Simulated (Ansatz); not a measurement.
Consider the atomization: `FCCl` → C• + Cl• + F• + 2 H•.

Computed with Ansatz on PBE0-D4/def2-TZVP structures; ΔE is electronic, products minus reactants. CCSD(T)/CBS is frozen-core, at the limit of the def2 triple- and quadruple-zeta sets. DFT in def2-TZVPP. No spin–orbit coupling; open shells (•) take unrestricted orbitals. Spin–orbit coupling would lower the free atoms: a little for C, Cl, F.

Q: What is ΔE at CCSD(T)/CBS? (Best estimate.)

A: Ansatz gave: +402.0 kcal/mol.

Q: What do these levels give: PBE-D4, PBE0-D4, r2SCANh-D4, r2SCAN0-D4, r2SCAN0, BHLYP, HF/def2-TZVPP, CCSD(T)/def2-TZVPP, HF/cc-pV(T+d)Z, MP2/cc-pV(T+d)Z, MP2/cc-pV(Q+d)Z, CCSD(T)/CBS(cc)? (An estimate is asked.)

A: Ansatz gave: PBE-D4 415.8, PBE0-D4 404.2, r2SCANh-D4 400.1, r2SCAN0-D4 394.6, r2SCAN0 394.3, BHLYP 381.9, HF/def2-TZVPP 283.7, CCSD(T)/def2-TZVPP 390.8, HF/cc-pV(T+d)Z 283.6, MP2/cc-pV(T+d)Z 401.1, MP2/cc-pV(Q+d)Z 408.6, CCSD(T)/CBS(cc) 402.1 kcal/mol.

Largest T1 diagnostic among the species: 0.010.

At CCSD(T), def2-SVP lies −24.9 kcal/mol from the extrapolated value and def2-TZVPP −11.2 kcal/mol: correlation converges slowly with the basis, and small sets miss more of it in the bonded molecule than in its fragments. The D4 term adds +2.3 kcal/mol with B3LYP and +1.1 kcal/mol with PBE0; it sums over pairs of atoms, weighted by their polarisabilities, and B3LYP, whose exchange is more repulsive, gets the larger term. From r2SCAN to r2SCAN0 (25 % exact exchange), in def2-TZVPP and without D4, ΔE moves by −9.4 kcal/mol: exact exchange takes away binding that semilocal exchange gives to molecules.

B3LYP here is the variant with VWN-RPA as its local correlation; programs differ in this.
